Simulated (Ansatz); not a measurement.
# AlH+ (quartet): wave-function methods side by side, cc-pVQZ

Aim: climb from Hartree-Fock through coupled cluster and multireference methods for AlH+ (quartet) at one geometry and basis, and see what each rung misses.

Method: cc-pVQZ, core rule «outside noble gas», up to 5 orbitals frozen; program: Ansatz 0.2.0, Gaussian basis.

The runs, in order: UHF; CCSD(T) on ROHF; CCSD(T) on UHF; BCCD(T) on ROHF; CCSDT on ROHF; CCSDT on UHF; CASSCF and MRCISD+Q, 3 electrons in 5 orbitals; CASSCF and NEVPT4(SD), 3 electrons in 5 orbitals; CASSCF and NEVPT2, 3 electrons in 5 orbitals; Full CI.

15 further runs of the same task are left out: 4 for a known fault of the program, 4 that didn't finish, 7 set aside as unsound or not needed.

### Step 1. What is computed

The geometry is a PBE0/def2-TZVP stationary point (not a proven minimum) of the parent state, kept for this charge and spin.

2 atoms, charge 1, spin multiplicity 4.

Atoms are counted from 1 here; the program's logs count them from 0.

Bond lengths: Al1–H2 1.605 Å.

### Step 2. UHF

in.yaml reads:

```yaml
crystal:
  periodic: [false, false, false]
  atoms:
    - {symbol: Al, position_ang: [0.000000, 0.000000, 0.000000]}
    - {symbol: H, position_ang: [0.000000, 0.000000, 1.604550]}
basis:
  gaussian: {orbitals: cc-pVQZ}
total_charge: 1
magnetization: {spin_polarized: true, initial_magnetization: 3}
hamiltonian: {xc: hf}
output: {orbitals: {seedname: orbitals}}
```

Command:

```
> ansatz run in.yaml --threads 1 --pin off --events-out ev --progress --plain --max-ram 2393MiB
```

Further steps of the session: CCSD(T) on ROHF; CCSD(T) on UHF; BCCD(T) on ROHF; CCSDT on ROHF; CCSDT on UHF; CASSCF and MRCISD+Q, 3 electrons in 5 orbitals; CASSCF and NEVPT4(SD), 3 electrons in 5 orbitals; CASSCF and NEVPT2, 3 electrons in 5 orbitals; Full CI.

Q: Predict the results of all the runs planned. Wanted: FCI below the RHF energy; RMP2 from FCI; UMP2 from FCI; RCCSD from FCI; RCCSD(T) from FCI; UCCSD(T) from FCI; NEVPT2 valence from FCI; NEVPT4(SD) valence from FCI; MRCISD+Q valence from FCI.

As calculated:

```
                         quantity                                                                                                            value
         FCI below the RHF energy                                                                                                       -0.2845 eV
                    RMP2 from FCI                                                                                                       +105.9 meV
                    UMP2 from FCI                                                                                                       +103.7 meV
                   RCCSD from FCI                                                                                                         +2.5 meV
                RCCSD(T) from FCI                                                                                                         +0.8 meV
                UCCSD(T) from FCI                                                                                                         -1.3 meV
          NEVPT2 valence from FCI                                                                                                       +126.9 meV
      NEVPT4(SD) valence from FCI                                                                                                        +32.3 meV
        MRCISD+Q valence from FCI                                                                                                         -0.2 meV
levels within 1 kcal/mol (43 meV)  RCCSD, UCCSD, RCCSD(T), UCCSD(T), BCCD(T), RCCSDT, UCCSDT, NEVPT4(SD) valence, MRCISD valence, MRCISD+Q valence
                    T1 diagnostic                                                                                                            0.009
   effectively unpaired electrons                                                                                                             3.00
```

In words: RCCSD(T) lands +0.8 meV from the yardstick (0.3 % of the correlation energy). UCCSDT falls below full CI: unrestricted runs freeze a spin-polarised core, another one than full CI's, and coupled cluster isn't variational. One determinant dominates. Of the multireference levels listed MRCISD+Q valence comes nearest in total energy (-0.2 meV), which doesn't show that its space is the better one. These misses are within one basis, not against nature; the frozen cores of restricted and unrestricted runs differ, which can shift their rows.
